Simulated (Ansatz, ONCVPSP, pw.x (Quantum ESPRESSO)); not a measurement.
**silicon (Si) (diamond): variants of one ONCV potential in the solid**

- Element: silicon
- Generator: ONCVPSP 4.0.1.1 (patched build)
- Type: optimised norm-conserving Vanderbilt (ONCV)
- Functional: PBE
- Relativity: scalar-relativistic
- Frozen core: [Ne]
- Valence charge: 4
- Reference configuration: 3s2 3p0.5 (charge +1.5)
- Partial waves: 3s: rc 1.55 bohr, ncon 4, nbas 9, qcut 5.1 1/bohr, 2 projectors, debl 2.9 Ha; 3p: rc 1.65 bohr, ncon 4, nbas 9, qcut 4.7 1/bohr, 2 projectors, debl 2 Ha
- Local potential: polynomial inside 1.10 bohr (lpopt 5, dvloc0 6 Ha)
- Core correction: Teter function, fcfact 3, rcfact 1.4

Crystal test: diamond Si in pw.x 7.5, no spin, 8³ k-points, Fermi–Dirac smearing 0.01 Ry, cutoffs set for each file from its atomic test. The reference is all-electron LAPW (Ansatz 0.2.0) with the same functional, mesh and smearing; V0 and B0 come from Birch–Murnaghan fits to the pressures at five volumes. Errors are pseudo minus all-electron; Δ is the rms difference of the E(V) curves that follow from these fits, minima aligned, over ±6 % about the mean V0. Mesh and smearing are coarse, so the numbers serve the comparison and aren't converged zero-temperature values; the lattice is a test structure that the element need not adopt.

All-electron: a0 = 5.469 Å (V0 = 20.45 Å³/atom), B0 = 88.5 GPa.

| change | cutoffs (Ry) | pw.x | a0 (Å) | a0 error (%) | B0 error (%) | Δ (meV/atom) | mean pressure error (GPa) |
| --- | --- | --- | --- | --- | --- | --- | --- |
| base | 50/200 | converged | 5.496 | +0.48 | -2.0 | 5.7 | +1.30 |
| p: debl 0.2 | 50/200 | converged; energies reset by the program | 5.498 | +0.51 | -2.2 | 6.1 | +1.38 |
| p: debl 0.4 | 50/200 | converged; energies reset by the program | 5.498 | +0.51 | -2.2 | 6.1 | +1.38 |
| p: debl 0.95 | 50/200 | converged | 5.497 | +0.51 | -2.2 | 6.0 | +1.38 |
| p: debl 4.6 | 50/200 | converged | 5.494 | +0.44 | -1.7 | 5.2 | +1.19 |

(1) Give the row for: p: debl 2.2.

Answers

(1) pw.x: converged; mean pressure error (GPa): +1.29; a0 (Å): 5.496; a0 error (%): +0.48; B0 error (%): -2.0; Δ (meV/atom): 5.7.
